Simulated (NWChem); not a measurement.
Program: NWChem. System: F (+1), charge 1, spin multiplicity 3. Its SCF solution wasn't tested for a lower state. Level: UHF/def2-TZVP.

Input file:

```
start mol
memory heap 200 mb stack 900 mb global 1100 mb
charge 1
geometry units angstroms nocenter noautoz
  F      0.000000     0.000000     0.000000
  symmetry group D2h
end
basis spherical
  * library def2-tzvp
end
scf
  uhf
  nopen 2
  maxiter 100
  thresh 1e-7
  semidirect memsize 60000000 filesize 0
  # guess.movecs holds the orbitals of an unrestricted PBE0 run
  vectors input guess.movecs output mol.movecs
end
task scf energy
```

Output (cleaned and shortened):

```
             Northwest Computational Chemistry Package (NWChem) 7.3.0
             --------------------------------------------------------

                                NWChem Input Module
                                -------------------

 Scaling coordinates for geometry "geometry" by  1.889725989
 (inverse scale =  0.529177249)

                             Geometry "geometry" -> ""
                             -------------------------

 Output coordinates in angstroms (scale by  1.889725989 to convert to a.u.)

  No.       Tag          Charge          X              Y              Z
 ---- ---------------- ---------- -------------- -------------- --------------
    1 F                    9.0000     0.00000000     0.00000000     0.00000000

 Effective nuclear repulsion energy (a.u.)       0.0000000000

            Nuclear Dipole moment (a.u.)
            ----------------------------
        X                 Y               Z
 ---------------- ---------------- ----------------
     0.0000000000     0.0000000000     0.0000000000

      Symmetry information
      --------------------

 Group name             D2h
 Group number             26
 Group order               8
 No. of unique centers     1

      Symmetry unique atoms

     1


 Summary of "ao basis" -> "" (spherical)
 ------------------------------------------------------------------------------
       Tag                 Description            Shells   Functions and Types
 ---------------- ------------------------------  ------  ---------------------
 *                         def2-tzvp                  on all atoms

 Summary of "ao basis" -> "ao basis" (spherical)
 ------------------------------------------------------------------------------
       Tag                 Description            Shells   Functions and Types
 ---------------- ------------------------------  ------  ---------------------
 F                         def2-tzvp                11       31   5s3p2d1f

                                 NWChem SCF Module
                                 -----------------

  ao basis        = "ao basis"
[...]
  ----- ------------  ---------------      ----- ------------  ---------------
     7      0.552801  1 F  py                10      0.462864  1 F  py
    13      0.164881  1 F  py

 Vector    4  Occ=0.000000D+00  E=-4.935589D-01  Symmetry=b1u
              MO Center=  2.6D-20,  1.4D-24, -1.8D-18, r^2= 5.7D-01
   Bfn.  Coefficient  Atom+Function         Bfn.  Coefficient  Atom+Function
  ----- ------------  ---------------      ----- ------------  ---------------
     8      0.444918  1 F  pz                11      0.406423  1 F  pz
    14      0.371806  1 F  pz

 Vector    5  Occ=0.000000D+00  E=-4.935589D-01  Symmetry=b3u
              MO Center= -1.5D-17, -2.1D-23, -7.5D-18, r^2= 5.7D-01
   Bfn.  Coefficient  Atom+Function         Bfn.  Coefficient  Atom+Function
  ----- ------------  ---------------      ----- ------------  ---------------
     6      0.444918  1 F  px                 9      0.406423  1 F  px
    12      0.371806  1 F  px

 Vector    6  Occ=0.000000D+00  E= 2.257299D-01  Symmetry=ag
              MO Center= -1.7D-18, -3.5D-16, -4.2D-17, r^2= 1.6D+00
   Bfn.  Coefficient  Atom+Function         Bfn.  Coefficient  Atom+Function
  ----- ------------  ---------------      ----- ------------  ---------------
     5      1.995351  1 F  s                  4     -1.803822  1 F  s

 center of mass
 --------------
 x =   0.00000000 y =   0.00000000 z =   0.00000000

 moments of inertia (a.u.)
 ------------------
           0.000000000000           0.000000000000           0.000000000000
           0.000000000000           0.000000000000           0.000000000000
           0.000000000000           0.000000000000           0.000000000000

  Mulliken analysis of the total density
  --------------------------------------

    Atom       Charge   Shell Charges
 -----------   ------   -------------------------------------------------------
    1 F    9     8.00   0.78  1.20  0.70  1.09  0.24  2.02  1.67  0.30  0.00  0.00  0.00

  Mulliken analysis of the alpha density
  --------------------------------------

    Atom       Charge   Shell Charges
 -----------   ------   -------------------------------------------------------
    1 F    9     5.00   0.39  0.60  0.37  0.55  0.09  1.54  1.25  0.20  0.00  0.00  0.00

   Mulliken analysis of the beta density
   -------------------------------------

    Atom       Charge   Shell Charges
 -----------   ------   -------------------------------------------------------
    1 F    9     3.00   0.39  0.60  0.33  0.54  0.14  0.48  0.42  0.10  0.00  0.00  0.00

   Mulliken analysis of the spin density
   -------------------------------------

    Atom       Charge   Shell Charges
 -----------   ------   -------------------------------------------------------
    1 F    9     2.00  -0.00 -0.00  0.04  0.01 -0.05  1.06  0.83  0.10 -0.00 -0.00  0.00

       Multipole analysis of the density wrt the origin
       ------------------------------------------------

     L   x y z        total         alpha         beta         nuclear
     -   - - -        -----         -----         ----         -------
     0   0 0 0      1.000000     -5.000000     -3.000000      9.000000

     1   1 0 0     -0.000000     -0.000000     -0.000000      0.000000
     1   0 1 0      0.000000     -0.000000      0.000000      0.000000
     1   0 0 1      0.000000     -0.000000      0.000000      0.000000

     2   2 0 0     -2.190284     -1.540863     -0.649421      0.000000
     2   1 1 0     -0.000000     -0.000000     -0.000000      0.000000
     2   1 0 1     -0.000000     -0.000000     -0.000000      0.000000
     2   0 2 0     -2.727439     -1.528182     -1.199258      0.000000
     2   0 1 1     -0.000000      0.000000     -0.000000      0.000000
     2   0 0 2     -2.190284     -1.540863     -0.649421      0.000000

 Task  times  cpu:        0.1s     wall:        0.1s

 Total times  cpu:        0.1s     wall:        0.1s
```
